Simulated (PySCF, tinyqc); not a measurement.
RHF in the sto-6g basis, for CH2, spin multiplicity 1, step by step. This run ends on a higher stationary point, not on the lowest solution. The lowest restricted solution is unstable here: a spin-polarised one lies 0.0272 hartree lower (PySCF). Computed by tinyqc, a small Python program that keeps every step (integrals from PySCF). Settings: charge = 0, multiplicity = 1, basis = sto-6g, energy threshold = 1e-08, iteration cap = 80, orthogonalisation = symmetric, start = highest core orbitals, DIIS depth = 3, DIIS from iteration = 3, damping = 0.2, shift = 0.2, method = RHF. Command: `OMP_NUM_THREADS=1 python tinyqc.py 21597 21598 out.jsonl` (the two numbers bound the seeds that draw the settings). One thread of a shared host (Intel(R) Xeon(R) Processor @ 2.60GHz), about 0.1 s of CPU time with the checks. Later iterations appear only in the table of the cycle.

## One-electron integrals

Geometry (angstrom):
```
atom,x,y,z
C,0.0000,0.0000,0.0000
H,0.0000,0.9730,0.7110
H,0.0000,-0.9730,0.7110
```

Basis sto-6g: exponents (1/bohr^2) and contraction coefficients of normalised primitives:
```
element,l (shell),exponent,coefficient
C,s (1),742.7370,0.0092
C,s (1),136.1800,0.0494
C,s (1),38.0983,0.1685
C,s (1),13.0878,0.3706
C,s (1),5.0824,0.4165
C,s (1),2.0932,0.1303
C,s (2),30.4972,-0.0133
C,s (2),6.0362,-0.0470
C,s (2),1.8760,-0.0338
C,s (2),0.7218,0.2502
C,s (2),0.3135,0.5951
C,s (2),0.1437,0.2407
C,p (3),30.4972,0.0038
C,p (3),6.0362,0.0377
C,p (3),1.8760,0.1739
C,p (3),0.7218,0.4180
C,p (3),0.3135,0.4259
C,p (3),0.1437,0.1017
H,s (1),35.5232,0.0092
H,s (1),6.5131,0.0494
H,s (1),1.8221,0.1685
H,s (1),0.6260,0.3706
H,s (1),0.2431,0.4165
H,s (1),0.1001,0.1303
```

Overlap, kinetic and nuclear-attraction integrals over the contracted functions; the nuclear repulsion is the sum of Za Zb / Rab.

nuclear repulsion = 5.541337 hartree

overlap S:
```
,1C 1s,1C 2s,1C 2px,1C 2py,1C 2pz,2H 1s,3H 1s
1C 1s,1.0000,0.2432,0.0000,0.0000,0.0000,0.0496,0.0496
1C 2s,0.2432,1.0000,0.0000,0.0000,0.0000,0.4273,0.4273
1C 2px,0.0000,0.0000,1.0000,0.0000,0.0000,0.0000,0.0000
1C 2py,0.0000,0.0000,0.0000,1.0000,0.0000,0.3437,-0.3437
1C 2pz,0.0000,0.0000,0.0000,0.0000,1.0000,0.2512,0.2512
2H 1s,0.0496,0.4273,0.0000,0.3437,0.2512,1.0000,0.1307
3H 1s,0.0496,0.4273,0.0000,-0.3437,0.2512,0.1307,1.0000
```

kinetic energy T (hartree):
```
,1C 1s,1C 2s,1C 2px,1C 2py,1C 2pz,2H 1s,3H 1s
1C 1s,16.0686,-0.4928,0.0000,0.0000,0.0000,-0.0093,-0.0093
1C 2s,-0.4928,0.4924,0.0000,0.0000,0.0000,0.0725,0.0725
1C 2px,0.0000,0.0000,1.4792,0.0000,0.0000,0.0000,0.0000
1C 2py,0.0000,0.0000,0.0000,1.4792,0.0000,0.1603,-0.1603
1C 2pz,0.0000,0.0000,0.0000,0.0000,1.4792,0.1171,0.1171
2H 1s,-0.0093,0.0725,0.0000,0.1603,0.1171,0.7685,-0.0110
3H 1s,-0.0093,0.0725,0.0000,-0.1603,0.1171,-0.0110,0.7685
```

nuclear attraction V (hartree):
```
,1C 1s,1C 2s,1C 2px,1C 2py,1C 2pz,2H 1s,3H 1s
1C 1s,-34.8862,-3.8320,0.0000,0.0000,-0.0173,-0.8809,-0.8809
1C 2s,-3.8320,-6.0237,0.0000,0.0000,-0.1754,-2.1428,-2.1428
1C 2px,0.0000,0.0000,-5.9540,0.0000,0.0000,0.0000,0.0000
1C 2py,0.0000,0.0000,0.0000,-6.0899,0.0000,-1.5918,1.5918
1C 2pz,-0.0173,-0.1754,0.0000,0.0000,-6.0266,-1.2036,-1.2036
2H 1s,-0.8809,-2.1428,0.0000,-1.5918,-1.2036,-4.1105,-0.5794
3H 1s,-0.8809,-2.1428,0.0000,1.5918,-1.2036,-0.5794,-4.1105
```

core Hamiltonian H = T + V (hartree):
```
,1C 1s,1C 2s,1C 2px,1C 2py,1C 2pz,2H 1s,3H 1s
1C 1s,-18.8176,-4.3248,0.0000,0.0000,-0.0173,-0.8902,-0.8902
1C 2s,-4.3248,-5.5313,0.0000,0.0000,-0.1754,-2.0703,-2.0703
1C 2px,0.0000,0.0000,-4.4748,0.0000,0.0000,0.0000,0.0000
1C 2py,0.0000,0.0000,0.0000,-4.6107,0.0000,-1.4316,1.4316
1C 2pz,-0.0173,-0.1754,0.0000,0.0000,-4.5473,-1.0865,-1.0865
2H 1s,-0.8902,-2.0703,0.0000,-1.4316,-1.0865,-3.3420,-0.5904
3H 1s,-0.8902,-2.0703,0.0000,1.4316,-1.0865,-0.5904,-3.3420
```

## Two-electron integrals

Functions are numbered as in S; the eight-fold symmetry (ij|kl) = (ji|kl) = (kl|ij) leaves the list below.

Two-electron integrals (ij|kl) in chemists' order, unique and non-zero (hartree):
```
i,j,k,l,(ij|kl)
1,1,1,1,3.5437
2,1,1,1,0.5295
2,1,2,1,0.1003
2,2,1,1,0.8536
2,2,2,1,0.1999
2,2,2,2,0.6248
3,1,3,1,0.0213
3,2,3,1,0.0319
3,2,3,2,0.1381
3,3,1,1,0.8536
3,3,2,1,0.1999
3,3,2,2,0.6248
3,3,3,3,0.6732
4,1,4,1,0.0213
4,2,4,1,0.0319
4,2,4,2,0.1381
4,3,4,3,0.0363
4,4,1,1,0.8536
4,4,2,1,0.1999
4,4,2,2,0.6248
4,4,3,3,0.6007
4,4,4,4,0.6732
5,1,5,1,0.0213
5,2,5,1,0.0319
5,2,5,2,0.1381
5,3,5,3,0.0363
5,4,5,4,0.0363
5,5,1,1,0.8536
5,5,2,1,0.1999
5,5,2,2,0.6248
5,5,3,3,0.6007
5,5,4,4,0.6007
5,5,5,5,0.6732
6,1,1,1,0.1138
6,1,2,1,0.0208
6,1,2,2,0.0407
6,1,3,3,0.0406
6,1,4,1,0.0011
6,1,4,2,0.0021
6,1,4,4,0.0409
6,1,5,1,0.0008
6,1,5,2,0.0016
6,1,5,4,2.20e-04
6,1,5,5,0.0407
6,1,6,1,0.0044
6,2,1,1,0.2770
6,2,2,1,0.0659
6,2,2,2,0.2272
6,2,3,3,0.2218
6,2,4,1,0.0054
6,2,4,2,0.0364
6,2,4,4,0.2324
6,2,5,1,0.0040
6,2,5,2,0.0266
6,2,5,4,0.0078
6,2,5,5,0.2275
6,2,6,1,0.0141
6,2,6,2,0.1101
6,3,3,1,0.0070
6,3,3,2,0.0360
6,3,4,3,0.0071
6,3,5,3,0.0052
6,3,6,3,0.0133
6,4,1,1,0.1942
6,4,2,1,0.0468
6,4,2,2,0.1709
6,4,3,3,0.1624
6,4,4,1,0.0103
6,4,4,2,0.0611
6,4,4,4,0.1840
6,4,5,1,0.0024
6,4,5,2,0.0183
6,4,5,4,0.0106
6,4,5,5,0.1664
6,4,6,1,0.0105
6,4,6,2,0.0983
6,4,6,4,0.0993
6,5,1,1,0.1419
6,5,2,1,0.0342
6,5,2,2,0.1249
6,5,3,3,0.1187
6,5,4,1,0.0024
6,5,4,2,0.0183
6,5,4,4,0.1241
6,5,5,1,0.0088
6,5,5,2,0.0494
6,5,5,4,0.0110
6,5,5,5,0.1319
6,5,6,1,0.0077
6,5,6,2,0.0718
6,5,6,4,0.0629
6,5,6,5,0.0592
6,6,1,1,0.4328
6,6,2,1,0.1049
6,6,2,2,0.4110
6,6,3,3,0.3895
6,6,4,1,0.0106
6,6,4,2,0.0959
6,6,4,4,0.4315
6,6,5,1,0.0078
6,6,5,2,0.0701
6,6,5,4,0.0307
6,6,5,5,0.4120
6,6,6,1,0.0228
6,6,6,2,0.2550
6,6,6,4,0.2512
6,6,6,5,0.1835
6,6,6,6,0.7750
7,1,1,1,0.1138
7,1,2,1,0.0208
7,1,2,2,0.0407
7,1,3,3,0.0406
7,1,4,1,-0.0011
7,1,4,2,-0.0021
7,1,4,4,0.0409
7,1,5,1,0.0008
7,1,5,2,0.0016
7,1,5,4,-2.20e-04
7,1,5,5,0.0407
7,1,6,1,0.0043
7,1,6,2,0.0132
7,1,6,4,0.0089
7,1,6,5,0.0072
7,1,6,6,0.0210
7,1,7,1,0.0044
7,2,1,1,0.2770
7,2,2,1,0.0659
7,2,2,2,0.2272
7,2,3,3,0.2218
7,2,4,1,-0.0054
7,2,4,2,-0.0364
7,2,4,4,0.2324
7,2,5,1,0.0040
7,2,5,2,0.0266
7,2,5,4,-0.0078
7,2,5,5,0.2275
7,2,6,1,0.0132
7,2,6,2,0.0798
7,2,6,4,0.0512
7,2,6,5,0.0507
7,2,6,6,0.1447
7,2,7,1,0.0141
7,2,7,2,0.1101
7,3,3,1,0.0070
7,3,3,2,0.0360
7,3,4,3,-0.0071
7,3,5,3,0.0052
7,3,6,3,0.0090
7,3,7,3,0.0133
7,4,1,1,-0.1942
7,4,2,1,-0.0468
7,4,2,2,-0.1709
7,4,3,3,-0.1624
7,4,4,1,0.0103
7,4,4,2,0.0611
7,4,4,4,-0.1840
7,4,5,1,-0.0024
7,4,5,2,-0.0183
7,4,5,4,0.0106
7,4,5,5,-0.1664
7,4,6,1,-0.0089
7,4,6,2,-0.0512
7,4,6,4,-0.0249
7,4,6,5,-0.0319
7,4,6,6,-0.0861
7,4,7,1,-0.0105
7,4,7,2,-0.0983
7,4,7,4,0.0993
7,5,1,1,0.1419
7,5,2,1,0.0342
7,5,2,2,0.1249
7,5,3,3,0.1187
7,5,4,1,-0.0024
7,5,4,2,-0.0183
7,5,4,4,0.1241
7,5,5,1,0.0088
7,5,5,2,0.0494
7,5,5,4,-0.0110
7,5,5,5,0.1319
7,5,6,1,0.0072
7,5,6,2,0.0507
7,5,6,4,0.0319
7,5,6,5,0.0406
7,5,6,6,0.0976
7,5,7,1,0.0077
7,5,7,2,0.0718
7,5,7,4,-0.0629
7,5,7,5,0.0592
7,6,1,1,0.0721
7,6,2,1,0.0172
7,6,2,2,0.0624
7,6,3,3,0.0606
7,6,4,4,0.0622
7,6,5,1,0.0017
7,6,5,2,0.0122
7,6,5,5,0.0645
7,6,6,1,0.0036
7,6,6,2,0.0279
7,6,6,4,0.0215
7,6,6,5,0.0199
7,6,6,6,0.0617
7,6,7,1,0.0036
7,6,7,2,0.0279
7,6,7,4,-0.0215
7,6,7,5,0.0199
7,6,7,6,0.0088
7,7,1,1,0.4328
7,7,2,1,0.1049
7,7,2,2,0.4110
7,7,3,3,0.3895
7,7,4,1,-0.0106
7,7,4,2,-0.0959
7,7,4,4,0.4315
7,7,5,1,0.0078
7,7,5,2,0.0701
7,7,5,4,-0.0307
7,7,5,5,0.4120
7,7,6,1,0.0210
7,7,6,2,0.1447
7,7,6,4,0.0861
7,7,6,5,0.0976
7,7,6,6,0.2708
7,7,7,1,0.0228
7,7,7,2,0.2550
7,7,7,4,-0.2512
7,7,7,5,0.1835
7,7,7,6,0.0617
7,7,7,7,0.7750
```

## Orthogonalisation

S = U s U^T; symmetric (Loewdin) form X = U s^(-1/2) U^T, so that X^T S X = 1.

eigenvalues of S: 0.3422  0.4442  0.8672  1.0000  1.1046  1.4251  1.8166

X:
```
,1C 1s,1C 2s,1C 2px,1C 2py,1C 2pz,2H 1s,3H 1s
1C 1s,1.0253,-0.1450,0.0000,0.0000,-0.0107,0.0221,0.0221
1C 2s,-0.1450,1.2184,0.0000,0.0000,0.1122,-0.2831,-0.2831
1C 2px,0.0000,0.0000,1.0000,0.0000,0.0000,0.0000,0.0000
1C 2py,0.0000,0.0000,0.0000,1.1249,0.0000,-0.2322,0.2322
1C 2pz,-0.0107,0.1122,0.0000,0.0000,1.0645,-0.1634,-0.1634
2H 1s,0.0221,-0.2831,0.0000,-0.2322,-0.1634,1.1908,-0.0224
3H 1s,0.0221,-0.2831,0.0000,0.2322,-0.1634,-0.0224,1.1908
```

## Starting guess

The start is the highest orbitals of the core Hamiltonian (a deliberately bad start); D = 2 C_occ C_occ^T.

D at the start:
```
,1C 1s,1C 2s,1C 2px,1C 2py,1C 2pz,2H 1s,3H 1s
1C 1s,0.0283,-0.1643,0.0000,0.0000,0.1519,0.0926,0.0926
1C 2s,-0.1643,1.1531,0.0000,0.0000,-0.4338,-1.0307,-1.0307
1C 2px,0.0000,0.0000,2.0000,0.0000,0.0000,0.0000,0.0000
1C 2py,0.0000,0.0000,0.0000,0.3955,0.0000,-0.7804,0.7804
1C 2pz,0.1519,-0.4338,0.0000,0.0000,1.8145,-0.6063,-0.6063
2H 1s,0.0926,-1.0307,0.0000,-0.7804,-0.6063,3.0597,-0.0203
3H 1s,0.0926,-1.0307,0.0000,0.7804,-0.6063,-0.0203,3.0597
```

## Iteration 1: building the Fock matrix

J_ij = sum D_kl (ij|kl), K_ij = sum D_kl (ik|jl); F = H + J - 0.5 K; E = tr D H + tr D J / 2 - 0.25 tr D K + E_nn.

Coulomb J (hartree):
```
,1C 1s,1C 2s,1C 2px,1C 2py,1C 2pz,2H 1s,3H 1s
1C 1s,5.0996,1.2026,0.0000,0.0000,-0.0185,0.2443,0.2443
1C 2s,1.2026,4.0638,0.0000,0.0000,0.0321,1.6283,1.6283
1C 2px,0.0000,0.0000,4.0398,0.0000,0.0000,0.0000,0.0000
1C 2py,0.0000,0.0000,0.0000,4.0561,0.0000,1.2894,-1.2894
1C 2pz,-0.0185,0.0321,0.0000,0.0000,4.0956,0.9630,0.9630
2H 1s,0.2443,1.6283,0.0000,1.2894,0.9630,3.6046,0.4690
3H 1s,0.2443,1.6283,0.0000,-1.2894,0.9630,0.4690,3.6046
```

exchange K (hartree):
```
,1C 1s,1C 2s,1C 2px,1C 2py,1C 2pz,2H 1s,3H 1s
1C 1s,0.1097,0.1256,0.0000,0.0000,-0.0325,0.0189,0.0189
1C 2s,0.1256,0.8192,0.0000,0.0000,-0.5400,0.3268,0.3268
1C 2px,0.0000,0.0000,1.4765,0.0000,0.0000,0.0000,0.0000
1C 2py,0.0000,0.0000,0.0000,0.3150,0.0000,0.2718,-0.2718
1C 2pz,-0.0325,-0.5400,0.0000,0.0000,1.2640,0.1849,0.1849
2H 1s,0.0189,0.3268,0.0000,0.2718,0.1849,1.4480,0.1065
3H 1s,0.0189,0.3268,0.0000,-0.2718,0.1849,0.1065,1.4480
```

Fock matrix F (hartree):
```
,1C 1s,1C 2s,1C 2px,1C 2py,1C 2pz,2H 1s,3H 1s
1C 1s,-13.7728,-3.1850,0.0000,0.0000,-0.0195,-0.6554,-0.6554
1C 2s,-3.1850,-1.8771,0.0000,0.0000,0.1268,-0.6054,-0.6054
1C 2px,0.0000,0.0000,-1.1733,0.0000,0.0000,0.0000,0.0000
1C 2py,0.0000,0.0000,0.0000,-0.7121,0.0000,-0.2781,0.2781
1C 2pz,-0.0195,0.1268,0.0000,0.0000,-1.0838,-0.2159,-0.2159
2H 1s,-0.6554,-0.6054,0.0000,-0.2781,-0.2159,-0.4614,-0.1747
3H 1s,-0.6554,-0.6054,0.0000,0.2781,-0.2159,-0.1747,-0.4614
```

total energy of this density = -11.896108 hartree

This density is the starting one.

## Iteration 1: diagonalisation and new density

A level shift of 0.2 hartree raises the virtual space: F + shift (S - S D(s) S), with D(s) the density of one spin (D/2). Diagonalise F' = X^T F X, C = X C', fill 4 alpha and 4 beta electrons from the bottom; D = 2 C_occ C_occ^T; the new density keeps 0.2 of the old one (damping). Each column has its largest component positive (the first on a tie).

F' = X^T F X (hartree):
```
,1,2,3,4,5,6,7
1,-13.4234,-1.3590,0.0000,0.0000,-0.0453,-0.1368,-0.1368
2,-1.3590,-1.1233,0.0000,0.0000,0.2574,-0.1899,-0.1899
3,0.0000,0.0000,-1.1733,0.0000,0.0000,0.0000,0.0000
4,0.0000,0.0000,0.0000,-0.4437,0.0000,-0.1279,0.1279
5,-0.0453,0.2574,0.0000,0.0000,-1.0177,-0.0768,-0.0768
6,-0.1368,-0.1899,0.0000,-0.1279,-0.0768,-0.2078,-0.0246
7,-0.1368,-0.1899,0.0000,0.1279,-0.0768,-0.0246,-0.2078
```

orbital energies (hartree): MO1 -13.5755, MO2 -1.2662, MO3 -1.1733, MO4 -0.8377, MO5 -0.5363, MO6 -0.1174, MO7 -0.0905

coefficients C:
```
,MO1,MO2,MO3,MO4,MO5,MO6,MO7
1C 1s,1.0038,-0.1709,0.0000,-0.1632,0.0000,0.0995,0.0000
1C 2s,-0.0180,0.7511,0.0000,0.6960,0.0000,-0.7934,0.0000
1C 2px,0.0000,0.0000,1.0000,0.0000,0.0000,0.0000,0.0000
1C 2py,0.0000,0.0000,0.0000,0.0000,0.8515,0.0000,-0.8052
1C 2pz,-0.0006,-0.6881,0.0000,0.7114,0.0000,-0.4689,0.0000
2H 1s,0.0046,-0.0082,0.0000,0.0199,0.1844,0.8885,0.8694
3H 1s,0.0046,-0.0082,0.0000,0.0199,-0.1844,0.8885,-0.8694
```

D after iteration 1:
```
,1C 1s,1C 2s,1C 2px,1C 2py,1C 2pz,2H 1s,3H 1s
1C 1s,1.7073,-0.4489,0.0000,0.0000,0.0318,0.0229,0.0229
1C 2s,-0.4489,1.9089,0.0000,0.0000,-0.1215,-0.1939,-0.1939
1C 2px,0.0000,0.0000,2.0000,0.0000,0.0000,0.0000,0.0000
1C 2py,0.0000,0.0000,0.0000,0.0791,0.0000,-0.1561,0.1561
1C 2pz,0.0318,-0.1215,0.0000,0.0000,1.9301,-0.0896,-0.0896
2H 1s,0.0229,-0.1939,0.0000,-0.1561,-0.0896,0.6127,-0.0033
3H 1s,0.0229,-0.1939,0.0000,0.1561,-0.0896,-0.0033,0.6127
```

## Iteration 2: building the Fock matrix

As before.

Coulomb J (hartree):
```
,1C 1s,1C 2s,1C 2px,1C 2py,1C 2pz,2H 1s,3H 1s
1C 1s,10.7797,2.0348,0.0000,0.0000,-0.0045,0.4240,0.4240
1C 2s,2.0348,5.1549,0.0000,0.0000,0.0046,1.8461,1.8461
1C 2px,0.0000,0.0000,5.1885,0.0000,0.0000,0.0000,0.0000
1C 2py,0.0000,0.0000,0.0000,5.0769,0.0000,1.3657,-1.3657
1C 2pz,-0.0045,0.0046,0.0000,0.0000,5.1993,1.0181,1.0181
2H 1s,0.4240,1.8461,0.0000,1.3657,1.0181,3.3527,0.5081
3H 1s,0.4240,1.8461,0.0000,-1.3657,1.0181,0.5081,3.3527
```

exchange K (hartree):
```
,1C 1s,1C 2s,1C 2px,1C 2py,1C 2pz,2H 1s,3H 1s
1C 1s,5.8502,0.9712,0.0000,0.0000,-0.0081,0.2128,0.2128
1C 2s,0.9712,1.6702,0.0000,0.0000,-0.1124,0.5830,0.5830
1C 2px,0.0000,0.0000,1.6733,0.0000,0.0000,0.0000,0.0000
1C 2py,0.0000,0.0000,0.0000,0.4240,0.0000,0.1457,-0.1457
1C 2pz,-0.0081,-0.1124,0.0000,0.0000,1.6268,0.3072,0.3072
2H 1s,0.2128,0.5830,0.0000,0.1457,0.3072,0.6000,0.2381
3H 1s,0.2128,0.5830,0.0000,-0.1457,0.3072,0.2381,0.6000
```

Fock matrix F (hartree):
```
,1C 1s,1C 2s,1C 2px,1C 2py,1C 2pz,2H 1s,3H 1s
1C 1s,-10.9629,-2.7756,0.0000,0.0000,-0.0178,-0.5727,-0.5727
1C 2s,-2.7756,-1.2115,0.0000,0.0000,-0.1145,-0.5157,-0.5157
1C 2px,0.0000,0.0000,-0.1229,0.0000,0.0000,0.0000,0.0000
1C 2py,0.0000,0.0000,0.0000,0.2543,0.0000,-0.1387,0.1387
1C 2pz,-0.0178,-0.1145,0.0000,0.0000,-0.1615,-0.2219,-0.2219
2H 1s,-0.5727,-0.5157,0.0000,-0.1387,-0.2219,-0.2893,-0.2014
3H 1s,-0.5727,-0.5157,0.0000,0.1387,-0.2219,-0.2014,-0.2893
```

total energy of this density = -32.970242 hartree

This density is a damped mixture and is not idempotent.

## Iteration 2: diagonalisation and new density

As before.

F' = X^T F X (hartree):
```
,1,2,3,4,5,6,7
1,-10.7309,-1.4109,0.0000,0.0000,-0.0285,-0.0823,-0.0823
2,-1.4109,-0.4663,0.0000,0.0000,0.0626,-0.3362,-0.3362
3,0.0000,0.0000,-0.1229,0.0000,0.0000,0.0000,0.0000
4,0.0000,0.0000,0.0000,0.6567,0.0000,-0.2429,0.2429
5,-0.0285,0.0626,0.0000,0.0000,-0.0428,-0.2274,-0.2274
6,-0.0823,-0.3362,0.0000,-0.2429,-0.2274,0.1550,-0.0597
7,-0.0823,-0.3362,0.0000,0.2429,-0.2274,-0.0597,0.1550
```

orbital energies (hartree): MO1 -10.9243, MO2 -0.6134, MO3 -0.1669, MO4 -0.1229, MO5 0.0273, MO6 0.5600, MO7 0.8442

coefficients C:
```
,MO1,MO2,MO3,MO4,MO5,MO6,MO7
1C 1s,0.9969,-0.2084,0.1233,0.0000,0.0000,-0.1449,0.0000
1C 2s,0.0138,0.7208,-0.5689,0.0000,0.0000,0.9138,0.0000
1C 2px,0.0000,0.0000,0.0000,1.0000,0.0000,0.0000,0.0000
1C 2py,0.0000,0.0000,0.0000,0.0000,0.2506,0.0000,1.1448
1C 2pz,0.0032,0.2128,0.8020,0.0000,0.0000,0.7147,0.0000
2H 1s,-0.0031,0.2390,0.1864,0.0000,0.6418,-0.8355,-0.6148
3H 1s,-0.0031,0.2390,0.1864,0.0000,-0.6418,-0.8355,0.6148
```

D after iteration 2:
```
,1C 1s,1C 2s,1C 2px,1C 2py,1C 2pz,2H 1s,3H 1s
1C 1s,2.0253,-0.4203,0.0000,0.0000,0.0988,-0.0432,-0.0432
1C 2s,-0.4203,1.7312,0.0000,0.0000,-0.5089,0.0671,0.0671
1C 2px,0.0000,0.0000,2.0000,0.0000,0.0000,0.0000,0.0000
1C 2py,0.0000,0.0000,0.0000,0.0158,0.0000,-0.0312,0.0312
1C 2pz,0.0988,-0.5089,0.0000,0.0000,1.4876,0.3026,0.3026
2H 1s,-0.0432,0.0671,0.0000,-0.0312,0.3026,0.2695,0.1463
3H 1s,-0.0432,0.0671,0.0000,0.0312,0.3026,0.1463,0.2695
```

## Iteration 16 (converged): orbitals

converged F (hartree):
```
,1C 1s,1C 2s,1C 2px,1C 2py,1C 2pz,2H 1s,3H 1s
1C 1s,-10.7814,-2.7783,0.0000,0.0000,-0.0355,-0.5719,-0.5719
1C 2s,-2.7783,-1.2407,0.0000,0.0000,-0.1145,-0.5536,-0.5536
1C 2px,0.0000,0.0000,-0.1021,0.0000,0.0000,0.0000,0.0000
1C 2py,0.0000,0.0000,0.0000,0.2798,0.0000,-0.1431,0.1431
1C 2pz,-0.0355,-0.1145,0.0000,0.0000,0.0229,-0.2759,-0.2759
2H 1s,-0.5719,-0.5536,0.0000,-0.1431,-0.2759,-0.3478,-0.2795
3H 1s,-0.5719,-0.5536,0.0000,0.1431,-0.2759,-0.2795,-0.3478
```

Diagonalise F' = X^T F X, C = X C', fill 4 alpha and 4 beta electrons from the bottom; D = 2 C_occ C_occ^T. Each column has its largest component positive (the first on a tie).

F' = X^T F X (hartree):
```
,1,2,3,4,5,6,7
1,-10.5791,-1.4427,0.0000,0.0000,-0.0534,-0.0721,-0.0721
2,-1.4427,-0.5123,0.0000,0.0000,0.0967,-0.3281,-0.3281
3,0.0000,0.0000,-0.1021,0.0000,0.0000,0.0000,0.0000
4,0.0000,0.0000,0.0000,0.4963,0.0000,-0.2646,0.2646
5,-0.0534,0.0967,0.0000,0.0000,0.1843,-0.2923,-0.2923
6,-0.0721,-0.3281,0.0000,-0.2646,-0.2923,-0.0204,-0.1113
7,-0.0721,-0.3281,0.0000,0.2646,-0.2923,-0.1113,-0.0204
```

orbital energies (hartree): MO1 -10.7845, MO2 -0.7177, MO3 -0.1441, MO4 -0.1320, MO5 -0.1021, MO6 0.6076, MO7 0.7191

coefficients C:
```
,MO1,MO2,MO3,MO4,MO5,MO6,MO7
1C 1s,0.9953,-0.1904,-0.1735,0.0000,0.0000,-0.1279,0.0000
1C 2s,0.0209,0.5966,0.8388,0.0000,0.0000,0.7864,0.0000
1C 2px,0.0000,0.0000,0.0000,0.0000,1.0000,0.0000,0.0000
1C 2py,0.0000,0.0000,0.0000,0.2935,0.0000,0.0000,1.1345
1C 2pz,0.0059,0.1692,-0.5669,0.0000,0.0000,0.9216,0.0000
2H 1s,-0.0054,0.3331,-0.3850,0.6182,0.0000,-0.7285,-0.6385
3H 1s,-0.0054,0.3331,-0.3850,-0.6182,0.0000,-0.7285,0.6385
```

D after iteration 16:
```
,1C 1s,1C 2s,1C 2px,1C 2py,1C 2pz,2H 1s,3H 1s
1C 1s,2.1141,-0.4768,0.0000,0.0000,0.1441,-0.0040,-0.0040
1C 2s,-0.4768,2.1198,0.0000,0.0000,-0.7490,-0.2487,-0.2487
1C 2px,0.0000,0.0000,0.0000,0.0000,0.0000,0.0000,0.0000
1C 2py,0.0000,0.0000,0.0000,0.1723,0.0000,0.3629,-0.3629
1C 2pz,0.1441,-0.7490,0.0000,0.0000,0.7001,0.5491,0.5491
2H 1s,-0.0040,-0.2487,0.0000,0.3629,0.5491,1.2827,-0.2459
3H 1s,-0.0040,-0.2487,0.0000,-0.3629,0.5491,-0.2459,1.2827
```

## Convergence

Stop when the energy changes by less than 1e-08 hartree and every element of the error matrix X^T (F D S - S D F) X is below 3e-05.

Course of the cycle:
```
iteration,E (hartree),change,largest element of the error matrix
1,-11.896108,-,2.63e-01
2,-32.970242,-2.11e+01,1.84e-01
3,-36.939597,-3.97e+00,2.03e-01
4,-37.788680,-8.49e-01,1.24e-01
5,-37.977815,-1.89e-01,4.64e-02
6,-38.019096,-4.13e-02,2.59e-02
7,-38.028439,-9.34e-03,8.78e-03
8,-38.030476,-2.04e-03,3.25e-03
9,-38.030906,-4.30e-04,1.20e-03
10,-38.030995,-8.89e-05,4.42e-04
11,-38.031013,-1.82e-05,1.63e-04
12,-38.031017,-3.69e-06,6.01e-05
13,-38.031017,-7.44e-07,2.21e-05
14,-38.031018,-1.50e-07,8.13e-06
15,-38.031018,-3.01e-08,2.99e-06
16,-38.031018,-6.04e-09,1.10e-06
```

PySCF RHF in the same basis = -38.737153 hartree

Converged in 16 iterations. But the solution lies 0.70614 hartree above the reference: it is another stationary point, not the lowest restricted one. Reruns (cap 100 unless said): DIIS 8: converged in 15; damping 0.5: converged in 97; level shift 0.5: converged in 25 to a higher stationary point; atomic densities as start, DIIS 8: converged in 7.

## Populations, bond orders and dipole

Mulliken: Z minus the diagonal of D S on the atom; Loewdin: the same with S^(1/2) D S^(1/2); Mayer order: 2 sum_s sum (D(s) S)_ij (D(s) S)_ji over the two atoms.

Charges (e):
```
atom,Mulliken,Loewdin
1C,0.8134,0.7186
2H,-0.4067,-0.3593
3H,-0.4067,-0.3593
```

Mayer bond orders:
```
pair,order
2-1,0.8052
3-1,0.8052
3-2,0.0294
```

dipole moment about the origin, x y z (debye): 0.0000  0.0000  -1.3388
